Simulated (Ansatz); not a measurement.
# SiF+: geometry and frequencies at several levels, part 2 of 2

The task, for SiF+: geometry and frequencies at several levels. Charge +1.

Ansatz 0.2.0, Gaussian bases. The steps go on from the part before.

## Step 9: Relaxation, B3LYP-D4/def2-TZVPP

input.yaml

```yaml
crystal:
  periodic: [false, false, false]
  atoms:
    - { symbol: F, position_ang: [0.0, 0.0, 0.00515079] }
    - { symbol: Si, position_ang: [0.0, 0.0, 1.54148921] }
total_charge: 1
basis:
  gaussian: { orbitals: def2-TZVPP }
hamiltonian:
  xc: { name: B3LYP }
  dispersion: d4
relax:
  f_tol: 0.002
  max_steps: 150
```

Command:

```
$ ansatz run input.yaml --threads 2 --pin off --max-ram 5120MiB --backend cpu --events-out ev --progress --plain --runs-dir out
```

The log of the run (excerpt; [...] marks lines left out):

```text
Warning: RAYON_NUM_THREADS=2 ignored (pool sized by the plan → 2); use --threads N
[...]
Functional definition: B3LYP
[...]
447 factors; their error is unknown
[...]
mean field -10588.28685949 eV, -389.1123650877 hartree, gradient 1.7e-5 eV, S^2 0.000000; 0 other end points of the search recorded, 0 dependent functions left out
[...]
reference -10588.28701368 eV, -389.1123707539 hartree; 11, 11 occupied and 62, 62 virtual orbitals, 447 factors
relax step   1: F+E_penalty+E_count = -10588.30854424 eV  Δ(F+E_penalty+E_count) = +0.000e0 eV  max|allowed force component| = 2.594e-1 eV/Å  Δτ_max = 0.0000 Å  (26 SCF iters, accepted)
[...]
relax step   2: F+E_penalty+E_count = -10588.30904846 eV  Δ(F+E_penalty+E_count) = -5.042e-4 eV  max|allowed force component| = 1.496e-1 eV/Å  Δτ_max = 0.0012 Å  (27 SCF iters, accepted)
[...]
relax step   3: F+E_penalty+E_count = -10588.30930343 eV  Δ(F+E_penalty+E_count) = -2.550e-4 eV  max|allowed force component| = 1.922e-3 eV/Å  Δτ_max = 0.0017 Å  (27 SCF iters, accepted)
447 factors; their error is unknown
mean field -10588.28762566 eV, -389.1123932439 hartree, gradient 7.5e-6 eV, S^2 0.000000; 1 other end points of the search recorded, 0 dependent functions left out
[...]
reference -10588.28777994 eV, -389.1123989136 hartree; 11, 11 occupied and 62, 62 virtual orbitals, 447 factors
Total energy: -10588.30945771 eV, -389.1131955571 hartree
Atom 0 at     0.000000     0.000000     0.002229 Å, force    -0.000000     0.000000    -0.001922 eV/Å
Atom 1 at    -0.000000    -0.000000     1.544411 Å, force     0.000000    -0.000000     0.001922 eV/Å
Dipole moment:    -0.000000     0.000000     0.711343 e Å
```

Wall time 1.9 s (2 threads of Arm Neoverse V2, shared host); peak memory 0.12 GiB.

The steps of the relaxation:

```csv
step,energy from step 1 (eV),largest force component (eV/Å)
1,0.0000,0.2594
2,-0.0005,0.1496
3,-0.0008,0.0019
```

Step 1 is the start.

Before: Bond lengths: F1–Si2 1.536 Å.

After: Bond lengths: F1–Si2 1.542 Å.

## Step 10: Frequencies, B3LYP-D4/def2-TZVPP

input.yaml

```yaml
crystal:
  periodic: [false, false, false]
  atoms:
    - { symbol: F, position_ang: [0.0, 0.0, 0.00222896] }
    - { symbol: Si, position_ang: [0.0, 0.0, 1.54441104] }
total_charge: 1
basis:
  gaussian: { orbitals: def2-TZVPP }
hamiltonian:
  xc: { name: B3LYP }
  dispersion: d4
phonons: {}
```

Command:

```
$ ansatz run input.yaml --threads 2 --pin off --max-ram 5120MiB --backend cpu --events-out ev --progress --plain --runs-dir out
```

The log of the run (excerpt; [...] marks lines left out):

```text
Warning: RAYON_NUM_THREADS=2 ignored (pool sized by the plan → 2); use --threads N
[...]
[... 1 set-up line as earlier in the session ...]
[...]
447 factors; their error is unknown
[...]
mean field -10588.28762566 eV, -389.1123932439 hartree, gradient 9.1e-6 eV, S^2 0.000000; 0 other end points of the search recorded, 0 dependent functions left out
[...]
reference -10588.28777994 eV, -389.1123989136 hartree; 11, 11 occupied and 62, 62 virtual orbitals, 447 factors
[...]
447 factors; their error is unknown
mean field -10588.28762567 eV, -389.1123932441 hartree, gradient 8.2e-7 eV, S^2 0.000000; 0 other end points of the search recorded, 0 dependent functions left out
[...]
reference -10588.28777995 eV, -389.1123989138 hartree; 11, 11 occupied and 62, 62 virtual orbitals, 447 factors
[...]
447 factors; their error is unknown
[...]
reference -10588.28777995 eV, -389.1123989138 hartree; 11, 11 occupied and 62, 62 virtual orbitals, 447 factors
[...]
447 factors; their error is unknown
[...]
mean field -10588.28749875 eV, -389.1123885801 hartree, gradient 5.9e-7 eV, S^2 0.000000; 0 other end points of the search recorded, 0 dependent functions left out
[...]
reference -10588.28765307 eV, -389.1123942514 hartree; 11, 11 occupied and 62, 62 virtual orbitals, 447 factors
[...]
447 factors; their error is unknown
mean field -10588.28748187 eV, -389.1123879595 hartree, gradient 5.7e-7 eV, S^2 0.000000; 0 other end points of the search recorded, 0 dependent functions left out
[...]
reference -10588.28763610 eV, -389.1123936277 hartree; 11, 11 occupied and 62, 62 virtual orbitals, 447 factors
Total energy: -10588.30945772 eV, -389.1131955571 hartree
Atom 0 at     0.000000     0.000000     0.002229 Å, force    -0.000000     0.000000    -0.001922 eV/Å
Atom 1 at     0.000000     0.000000     1.544411 Å, force     0.000000    -0.000000     0.001922 eV/Å
Dipole moment:     0.000000    -0.000000     0.711343 e Å
Vibrations: 1019.48 cm⁻¹, zero-point energy 0.063200 eV
```

Run time: 4 s. Hardware: 2 threads of Arm Neoverse V2, shared host; peak memory 0.12 GiB.

Harmonic frequencies (cm⁻¹; negative: imaginary): 1019.

## Step 11: Relaxation, B2PLYP/def2-TZVPP

input.yaml

```yaml
crystal:
  periodic: [false, false, false]
  atoms:
    - { symbol: F, position_ang: [0.0, 0.0, 0.00515079] }
    - { symbol: Si, position_ang: [0.0, 0.0, 1.54148921] }
total_charge: 1
basis:
  gaussian: { orbitals: def2-TZVPP }
hamiltonian:
  xc: { name: B2PLYP }
relax:
  f_tol: 0.002
  max_steps: 150
```

Command:

```
$ ansatz run input.yaml --threads 2 --pin off --max-ram 5120MiB --backend cpu --events-out ev --progress --plain --runs-dir out
```

The log of the run (excerpt; [...] marks lines left out):

```text
Warning: RAYON_NUM_THREADS=2 ignored (pool sized by the plan → 2); use --threads N
[...]
Functional definition: B2PLYP
[...]
503 factors; integrals over basis functions are off by at most 4.3e-4 eV
[...]
mean field -10580.43396776 eV, -388.8237766395 hartree, gradient 7.2e-6 eV, S^2 0.000000; 0 other end points of the search recorded, 0 dependent functions left out
6 core orbitals not correlated: weight in the atoms' cores, before any rotation towards them, 1.000 or more for the frozen orbitals, at most 0.000 for the correlated occupied ones
reference -10580.43406475 eV, -388.8237802037 hartree; 5, 5 occupied and 62, 62 virtual orbitals, 503 factors
second order -10.48405731 eV of doubles, -0.00000000 eV of singles
[...]
relax step   1: F+E_penalty+E_count = -10583.26466324 eV  Δ(F+E_penalty+E_count) = +0.000e0 eV  max|allowed force component| = 1.933e-1 eV/Å  Δτ_max = 0.0000 Å  (40 SCF iters, accepted)
[...]
relax step   3: F+E_penalty+E_count = -10583.26508215 eV  Δ(F+E_penalty+E_count) = -1.391e-4 eV  max|allowed force component| = 1.057e-3 eV/Å  Δτ_max = 0.0012 Å  (30 SCF iters, accepted)
503 factors; integrals over basis functions are off by at most 4.3e-4 eV
[...]
mean field -10580.43151526 eV, -388.8236865116 hartree, gradient 2.0e-6 eV, S^2 0.000000; 1 other end points of the search recorded, 0 dependent functions left out
6 core orbitals not correlated: weight in the atoms' cores, before any rotation towards them, 1.000 or more for the frozen orbitals, at most 0.000 for the correlated occupied ones
reference -10580.43161229 eV, -388.8236900775 hartree; 5, 5 occupied and 62, 62 virtual orbitals, 503 factors
second order -10.49469219 eV of doubles, -0.00000000 eV of singles
[...]
Total energy: -10583.26517918 eV, -388.9278217400 hartree
Atom 0 at     0.000000     0.000000     0.002987 Å, force    -0.000000     0.000000    -0.001057 eV/Å
Atom 1 at    -0.000000    -0.000000     1.543653 Å, force     0.000000     0.000000     0.001057 eV/Å
Dipole moment:     0.000000    -0.000000     0.703415 e Å
```

Run time: 4.8 s. Hardware: 2 threads of Arm Neoverse V2, shared host; peak memory 0.13 GiB.

Step by step:

```
step  energy from step 1 (eV)  largest force component (eV/Å)
   1                   0.0000                          0.1933
   2                  -0.0003                          0.1110
   3                  -0.0004                          0.0011
```

Step 1 is the start.

Before: Bond lengths: F1–Si2 1.536 Å.

After: Bond lengths: F1–Si2 1.541 Å.

## Step 12: Frequencies, B2PLYP/def2-TZVPP

input.yaml

```yaml
crystal:
  periodic: [false, false, false]
  atoms:
    - { symbol: F, position_ang: [0.0, 0.0, 0.00298702] }
    - { symbol: Si, position_ang: [0.0, 0.0, 1.54365298] }
total_charge: 1
basis:
  gaussian: { orbitals: def2-TZVPP }
hamiltonian:
  xc: { name: B2PLYP }
phonons: {}
```

Command:

```
$ ansatz run input.yaml --threads 2 --pin off --max-ram 5120MiB --backend cpu --events-out ev --progress --plain --runs-dir out
```

The log of the run (excerpt; [...] marks lines left out):

```text
Warning: RAYON_NUM_THREADS=2 ignored (pool sized by the plan → 2); use --threads N
[...]
[... 1 set-up line as earlier in the session ...]
[...]
503 factors; integrals over basis functions are off by at most 4.3e-4 eV
[...]
mean field -10580.43151519 eV, -388.8236865091 hartree, gradient 7.5e-6 eV, S^2 0.000000; 0 other end points of the search recorded, 0 dependent functions left out
6 core orbitals not correlated: weight in the atoms' cores, before any rotation towards them, 1.000 or more for the frozen orbitals, at most 0.000 for the correlated occupied ones
reference -10580.43161222 eV, -388.8236900749 hartree; 5, 5 occupied and 62, 62 virtual orbitals, 503 factors
second order -10.49469215 eV of doubles, -0.00000000 eV of singles
[...]
503 factors; integrals over basis functions are off by at most 4.3e-4 eV
[...]
second order -10.50082790 eV of doubles, -0.00000000 eV of singles
[...]
503 factors; integrals over basis functions are off by at most 4.3e-4 eV
[...]
mean field -10580.43303299 eV, -388.8237422872 hartree, gradient 2.0e-6 eV, S^2 0.000000; 0 other end points of the search recorded, 0 dependent functions left out
6 core orbitals not correlated: weight in the atoms' cores, before any rotation towards them, 1.000 or more for the frozen orbitals, at most 0.000 for the correlated occupied ones
reference -10580.43312999 eV, -388.8237458521 hartree; 5, 5 occupied and 62, 62 virtual orbitals, 503 factors
second order -10.48855053 eV of doubles, -0.00000000 eV of singles
[...]
Total energy: -10583.26517910 eV, -388.9278217372 hartree
Atom 0 at     0.000000     0.000000     0.002987 Å, force     0.000000     0.000000    -0.001058 eV/Å
Atom 1 at     0.000000     0.000000     1.543653 Å, force     0.000000     0.000000     0.001058 eV/Å
Dipole moment:     0.000000    -0.000000     0.703415 e Å
Vibrations: 1026.12 cm⁻¹, zero-point energy 0.063611 eV
```

Run time: 14 s. Hardware: 2 threads of Arm Neoverse V2, shared host; peak memory 0.13 GiB.

Harmonic frequencies (cm⁻¹; negative: imaginary): 1026.

## Step 13: Geometries side by side

```tsv
level	F1–Si2 (Å)	rotational constants (MHz)	highest frequency (cm⁻¹)	CPU time
PBE0-D4/def2-TZVPP	1.5363	18923	1037	5.2 s
PBE-D4/def2-TZVPP	1.5565	18437	982	3.8 s
r2SCAN-D4/def2-TZVPP	1.5393	18850	1026	5.4 s
B3LYP-D4/def2-TZVPP	1.5422	18780	1019	3.4 s
B2PLYP/def2-TZVPP	1.5407	18817	1026	9.1 s
```

Constants are for the commonest isotopes at the equilibrium geometry; times are CPU times of the relaxations.

## Step 14: Outcome

This closing draws on all 2 parts.

| quantity | value |
| --- | --- |
| F1–Si2 at B2PLYP/def2-TZVPP | 1.541 Å |
| frequencies at B2PLYP/def2-TZVPP | 1026 cm⁻¹ |

In words: The F–Si distance spreads over 0.020 Å, from PBE0-D4/def2-TZVPP (shortest) to PBE-D4/def2-TZVPP. No mode is imaginary, so the geometry is a minimum.
